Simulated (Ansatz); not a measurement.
Results of r²SCAN in Ansatz (plane waves, PAW) for rock-salt HfN.

Numerical settings: plane-wave cutoff 600 eV, 16×16×16 k mesh, Fermi–Dirac smearing 0.1 eV, finite displacements, scalar-relativistic PAW data made under PBE.

Computed at the level's own relaxed cell.

Space group Fm-3m (No. 225); a = b = c = 4.525 Å, α = β = γ = 90.00°

```json
[
 {"atom": "Hf", "site": "4a", "symmetry": "m-3m", "x": "0.0000", "y": "0.0000", "z": "0.0000"},
 {"atom": "N", "site": "4b", "symmetry": "m-3m", "x": "0.5000", "y": "0.5000", "z": "0.5000"}
]
```
(The calculation used a cell of 2 atoms; values per cell refer to that cell.)

Harmonic phonon frequencies (cm⁻¹; i marks an imaginary mode):

```tsv
q point	frequencies
Γ	?
X	?
L	117 117 135 488 525 525
```

Question: Fill in the missing entries.

Answer: 
- Γ, frequencies: 0 0 0 492 492 492
- X, frequencies: 147 147 156 463 507 507

No imaginary mode appears at these points.

Ansatz is a program for electronic structure.
